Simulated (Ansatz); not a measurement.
C₂H₆S₂⁺, that is Me2S2 with one electron fewer. The state is a doublet with charge 1. Geometry PBE-D4/def2-SVP; atoms count from 1.

```csv
atom,x (Å),y (Å),z (Å)
C1,1.176,-0.297,1.035
S2,0.593,-1.769,0.163
S3,-0.906,-1.201,-1.122
C4,-1.146,0.581,-0.943
H5,1.972,-0.690,1.702
H6,1.614,0.438,0.331
H7,0.370,0.152,1.649
H8,-1.480,0.840,0.081
H9,-0.234,1.141,-1.231
H10,-1.960,0.805,-1.665
```

(1) Estimate the Mulliken populations from the PBE0/def2-TZVP orbitals of Ansatz.

(2) Where does the spin sit?

(3) And the Mayer bond orders between bonded heavy atoms (over 0.3)?

Answers

(1) 
| atom | charge (e) | spin (α − β) |
| --- | --- | --- |
| C1 | -0.37 | -0.02 |
| S2 | 0.25 | 0.49 |
| S3 | 0.25 | 0.48 |
| C4 | -0.37 | -0.02 |
| H5 | 0.22 | 0.00 |
| H6 | 0.20 | 0.02 |
| H7 | 0.20 | 0.02 |
| H8 | 0.20 | 0.02 |
| H9 | 0.20 | 0.02 |
| H10 | 0.22 | 0.00 |
Mulliken values and Mayer orders depend strongly on the basis.

(2) Summed by element: C -0.04, S 0.97, H 0.07, of 1 unpaired in all. Largest on single atoms: S2 0.49, S3 0.48, C1 -0.02.

(3) C1–S2 1.01 (1.81 Å); S2–S3 1.50 (2.05 Å); S3–C4 1.01 (1.81 Å).
